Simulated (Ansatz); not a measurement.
# C₃H₆F₂: a ladder of functionals and wavefunction methods

An exercise on one series of results from a longer session: the logs are not shown, and one member is left open.

Computed with Ansatz 0.2.0, Gaussian basis. Level: functionals in def2-TZVPP, the program's frozen cores in correlated methods.

The runs, in order: PBE-D4, r2SCAN-D4, PBE0-D4, B3LYP-D4, ωB97X-V, ωB97M-V, B2PLYP; CCSD(T)/def2-TZVPP; MP2/def2-QZVPP; extrapolation to the limit.

### The relaxed structure

All runs share one geometry, relaxed beforehand with PBE0-D4 in a triple-zeta def2 set.

SMILES `FCCCF`, 11 atoms, charge 0, spin multiplicity 1.

Atoms are counted from 1 here; the program's logs count them from 0.

Bond lengths: F1–C2 1.383 Å, C2–C3 1.509 Å, C2–H6 1.096 Å, C2–H7 1.093 Å, C3–C4 1.507 Å, C3–H8 1.094 Å, C3–H9 1.095 Å, C4–F5 1.386 Å, C4–H10 1.095 Å, C4–H11 1.093 Å. Angles: F1–C2–C3 109.8°, F1–C2–H6 107.7°, F1–C2–H7 107.9°, C3–C2–H6 111.1°, C3–C2–H7 111.3°, H6–C2–H7 108.9°, C2–C3–C4 112.4°, C2–C3–H8 109.6°, C2–C3–H9 109.3°, C4–C3–H8 109.6°, C4–C3–H9 108.4°, H8–C3–H9 107.4°, C3–C4–F5 110.3°, C3–C4–H10 111.6°, C3–C4–H11 111.0°, F5–C4–H10 107.3°, F5–C4–H11 107.7°, H10–C4–H11 108.8°.

Set-up of the first run:

in.yaml reads:

```yaml
crystal:
  periodic: [false, false, false]
  atoms:
    - {symbol: F, position_ang: [-1.964377, 1.432691, -0.107056]}
    - {symbol: C, position_ang: [-0.715263, 1.000665, 0.300635]}
    - {symbol: C, position_ang: [-0.375011, -0.298791, -0.387766]}
    - {symbol: C, position_ang: [0.967538, -0.838170, 0.034687]}
    - {symbol: F, position_ang: [1.975610, 0.040193, -0.331163]}
    - {symbol: H, position_ang: [-0.744476, 0.875345, 1.388561]}
    - {symbol: H, position_ang: [0.007969, 1.781786, 0.054105]}
    - {symbol: H, position_ang: [-0.388201, -0.154340, -1.471603]}
    - {symbol: H, position_ang: [-1.138089, -1.046217, -0.147132]}
    - {symbol: H, position_ang: [1.026176, -0.968133, 1.120772]}
    - {symbol: H, position_ang: [1.173424, -1.798026, -0.445942]}
basis:
  gaussian: {orbitals: def2-TZVPP}
hamiltonian: {xc: pbe, dispersion: d4}
output: {forces: true, orbitals: {seedname: orbitals}}
```

Started as:

```bash
$ ansatz run in.yaml --threads 4 --pin off --events-out ev --progress --plain --max-ram 10444MiB
```

Among the steps run: PBE-D4 (GGA); r2SCAN-D4 (meta-GGA); PBE0-D4 (hybrid); B3LYP-D4 (hybrid); ωB97X-V (range-separated); ωB97M-V (range-separated); B2PLYP (double hybrid); CCSD(T) in def2-TZVPP; MP2 in def2-QZVPP.

One table of the session follows, with a row left open; its other results are not shown here.

| method | atomisation energy (eV) |
| --- | --- |
| PBE-D4 | 45.424 |
| r2SCAN-D4 | 44.418 |
| PBE0-D4 | 44.539 |
| B3LYP-D4 | 44.284 |
| ωB97X-V | 44.410 |
| ωB97M-V | 44.434 |
| B2PLYP | 43.914 |
| HF/def2-TZVPP | 32.691 |
| MP2/def2-TZVPP | 44.095 |
| CCSD/def2-TZVPP | 42.704 |
| CCSD(T)/def2-TZVPP | ? |
| MP2/CBS | 45.120 |
| CCSD(T)/CBS | 44.323 |

**Question.** Estimate the row for CCSD(T)/def2-TZVPP.

As computed: atomisation energy (eV): 43.298. In the column «atomisation energy (eV)» it lies between CCSD/def2-TZVPP (42.704) and B2PLYP (43.914).
